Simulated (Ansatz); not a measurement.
# BClO (SMILES O=BCl) at 3 levels

Wanted: a comparison of 3 runs (BHLYP/STO-3G, PBE0/STO-3G, UCCSD(T)/STO-3G) of BClO. 

Program for the calculation: Ansatz 0.2.0.

61 further runs of the same task are left out: 15 that didn't finish, 46 set aside as unsound or not needed.

### Step 1. Starting point

BClO: 3 atoms, total charge 0, spin state singlet. SMILES: `O=BCl`. The B2–O1 distance was set to 1.492 Å, away from the relaxed value.

Bond lengths: O1–B2 1.492 Å, B2–Cl3 1.639 Å. Angles: O1–B2–Cl3 179.9°.

### Step 2. The energy at BHLYP/STO-3G (run 1)

job.yaml

```yaml
crystal:
  periodic: [false, false, false]
  atoms:
    - {symbol: O, position_ang: [1.246198, 0.741106, 0.766381]}
    - {symbol: B, position_ang: [0.113080, 0.066620, 0.069470]}
    - {symbol: Cl, position_ang: [-1.132640, -0.672810, -0.696460]}
basis:
  gaussian:
    orbitals: STO-3G
hamiltonian:
  xc: {name: BHLYP}
accuracy: high
```

On the command line:

```sh
$ ansatz run job.yaml --threads 1 --pin off --max-ram 2610MiB --events-out events.jsonl --progress --plain --runs-dir runs
```

Output:

```text
Warning: RAYON_NUM_THREADS=1 ignored (pool sized by the plan → 1); use --threads N
Functional definition: BHLYP
  name "BHLYP"
  parameter a = 0.5
  exchange = (1 - a)*b88_x + a*exact_x
  correlation = lyp_c
320 factors; integrals over basis functions are off by at most 3.2e-8 eV
mean field evaluation 1: about -15064.6939 eV, gradient 4.1e1 eV
mean field evaluation 2: about -15003.0084 eV, gradient 1.5e2 eV
mean field evaluation 4: about -15071.0897 eV, gradient 2.4e0 eV
mean field evaluation 8: about -15071.0902 eV, gradient 6.5e-2 eV
mean field evaluation 16: about -15071.0902 eV, gradient 1.2e-6 eV
mean field -15071.09018617 eV, -553.8523487898 hartree, gradient 6.5e-8 eV, S^2 0.000000; 0 other end points of the search recorded, 0 dependent functions left out
reference -15071.09020135 eV, -553.8523493476 hartree; 15, 15 occupied and 4, 4 virtual orbitals, 320 factors
Total energy: -15071.09020135 eV, -553.8523493476 hartree
```

It took 0.83 s on 1 thread of Arm Neoverse V1, shared host.

### Step 3. The energy at PBE0/STO-3G (run 2)

molecule.yaml

```yaml
crystal:
  periodic: [false, false, false]
  atoms:
    - {symbol: O, position_ang: [1.246198, 0.741106, 0.766381]}
    - {symbol: B, position_ang: [0.113080, 0.066620, 0.069470]}
    - {symbol: Cl, position_ang: [-1.132640, -0.672810, -0.696460]}
basis:
  gaussian: {orbitals: STO-3G}
hamiltonian: {xc: {name: PBE0}}
accuracy: high
```

On the command line:

```sh
$ ansatz run molecule.yaml --threads 1 --pin off --max-ram 2610MiB --events-out events.jsonl --progress --plain --runs-dir runs
```

Output:

```text
Warning: RAYON_NUM_THREADS=1 ignored (pool sized by the plan → 1); use --threads N
Functional definition: PBE0
  name "PBE0"
  parameter a = 0.25
  parameter kappa = 0.804
  parameter beta = 0.06672455060314922
  exchange = (1 - a)*pbe_x(kappa = kappa, mu = beta*pi^2/3) + a*exact_x
  correlation = pbe_c(beta = beta)
320 factors; integrals over basis functions are off by at most 3.2e-8 eV
mean field evaluation 1: about -15060.5238 eV, gradient 3.9e1 eV
mean field evaluation 2: about -14972.8930 eV, gradient 1.6e2 eV
mean field evaluation 4: about -15065.8919 eV, gradient 1.9e0 eV
mean field evaluation 8: about -15065.8665 eV, gradient 1.1e-1 eV
mean field evaluation 16: about -15065.8665 eV, gradient 3.2e-6 eV
mean field -15065.86654805 eV, -553.6603836299 hartree, gradient 7.0e-8 eV, S^2 0.000000; 0 other end points of the search recorded, 0 dependent functions left out
reference -15065.86654907 eV, -553.6603836673 hartree; 15, 15 occupied and 4, 4 virtual orbitals, 320 factors
Total energy: -15065.86654907 eV, -553.6603836673 hartree
```

Run time: 0.81 s. Hardware: 1 thread of Arm Neoverse V1, shared host.

### Step 4. A single-point energy at UCCSD(T)/STO-3G (run 3)

run.yaml

```yaml
crystal:
  periodic: [false, false, false]
  atoms:
    - {symbol: O, position_ang: [1.246198, 0.741106, 0.766381]}
    - {symbol: B, position_ang: [0.113080, 0.066620, 0.069470]}
    - {symbol: Cl, position_ang: [-1.132640, -0.672810, -0.696460]}
basis:
  gaussian:
    orbitals: STO-3G
accuracy: high
correlation:
  method: ccsd_t
  frozen_orbitals: {B: 1, Cl: 5, O: 1}
scf:
  omitted_lower_state_checks: [cluster_reference, increment]
magnetization:
  spin_polarized: true
  initial_magnetization: 0
```

On the command line:

```sh
$ ansatz run run.yaml --threads 1 --pin off --max-ram 2610MiB --events-out events.jsonl --progress --plain --runs-dir runs
```

Output:

```text
Warning: RAYON_NUM_THREADS=1 ignored (pool sized by the plan → 1); use --threads N
[... 23 lines left out ...]
7 core orbitals not correlated: weight in the atoms' cores, before any rotation towards them, 1.000 or more for the frozen orbitals, at most 0.000 for the correlated occupied ones
[... 35 lines left out ...]
Total energy: -15045.73089332 eV, -552.9204119667 hartree
Checks for a lower state left out: cluster_reference, increment
```

Run time: 2.1 s. Hardware: 1 thread of Arm Neoverse V1, shared host.

### Step 5. Overview of the runs

| run | level | frozen core orbitals | energy (Eh) | wall time |
| --- | --- | --- | --- | --- |
| 1 | BHLYP/STO-3G | – | -553.852349 | 0.83 s |
| 2 | PBE0/STO-3G | – | -553.660384 | 0.81 s |
| 3 | UCCSD(T)/STO-3G | 7 | -552.920412 | 2.1 s |

### Step 6. Summary of results

| quantity | value |
| --- | --- |
| run 3: total energy | -552.92041 Eh |
| run 3: correlation energy (7 core orbitals frozen) | -168.1 mEh |
| run 3: (T) correction | -8.92 mEh |
| run 3: ⟨S²⟩ of the reference determinant | 0.679 |
| run 3: T1 diagnostic | 0.107 |

**Reading.** Totals of different functionals can't be ranked against each other. In runs 1, 2, 3 the basis is minimal, so the values are rough. Spin contamination of the reference: run 3 ⟨S²⟩ = 0.68. Where it is this large, the reference is a mixture of spin states, and values that rest on it are in doubt. All runs together took 3.8 s, the longest 2.1 s.
